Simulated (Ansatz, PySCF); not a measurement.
System: C$_{2}$H$_{2}$O, charge 0, singlet. C2H2O (SMILES C=C=O).
B3LYP-D3(BJ)/def2-TZVP minimum from Ansatz (a first-principles code):
```xyz
5

C      0.0091     0.0017    -1.2056
C     -0.0008    -0.0001     0.1027
H      0.0282     0.9401    -1.7377
H     -0.0018    -0.9351    -1.7406
O     -0.0096    -0.0018     1.2620
```

Quantity: enthalpy of formation at 298 K (by atomisation, with ideal-gas terms from PySCF's Hessian at B3LYP-D3(BJ)/def2-TZVP and the atoms' measured values of the G2/97 table; no spin-orbit terms), in kcal/mol. UHF or UKS for unpaired electrons; spin-orbit terms are left out. CBS(X,Y): correlation extrapolated as X^-3, Hartree-Fock from the larger set (Q,5: extrapolated as (X+1)exp(-9√X)). A bracket is a step between two methods taken in the basis named. The functionals are non-relativistic, so their misses hold any scalar relativity. Double hybrids freeze cores in their MP2 part. 'core' is core correlation in cc-pwCVTZ, 'X2C' scalar relativity in cc-pVTZ-DK, both at CCSD(T). Where a partner has so few electrons that a lower coupled-cluster level is exact, that level stands in.

Measured: -11.6 kcal/mol, -48.6 kJ/mol (Active Thermochemical Tables 1.112 (ions: stationary electron), as tabulated in the package chemicals); atomic spin-orbit terms, which the calculations lack, would raise the computed values.

How far off this value is PBE/def2-TZVPD (Ansatz), in which direction, and which of these levels come nearer: r2SCAN/def2-TZVPD, PBE0/def2-TZVPD, wB97M-V/def2-TZVPD, B2PLYP/def2-TZVPD, CCSD(T)/CBS(cc-pVQZ,cc-pV5Z) + core + X2C?

PBE gives -36.3 kcal/mol, 24.7 kcal/mol below it. Errors of the others: r2SCAN/def2-TZVPD (Ansatz) -5.2; PBE0/def2-TZVPD (Ansatz) -4.6; wB97M-V/def2-TZVPD (Ansatz) -2.2; B2PLYP/def2-TZVPD (Ansatz) 2.4; CCSD(T)/CBS(cc-pVQZ,cc-pV5Z) + core + X2C (Ansatz) 0.2; CCSD(T)/CBS(cc-pVQZ,cc-pV5Z) + [CCSDT(Q) - CCSD(T)]/cc-pVDZ + core + X2C (Ansatz) -0.7 kcal/mol. Nearer than PBE: r2SCAN/def2-TZVPD, PBE0/def2-TZVPD, wB97M-V/def2-TZVPD, B2PLYP/def2-TZVPD, CCSD(T)/CBS(cc-pVQZ,cc-pV5Z) + core + X2C, CCSD(T)/CBS(cc-pVQZ,cc-pV5Z) + [CCSDT(Q) - CCSD(T)]/cc-pVDZ + core + X2C.
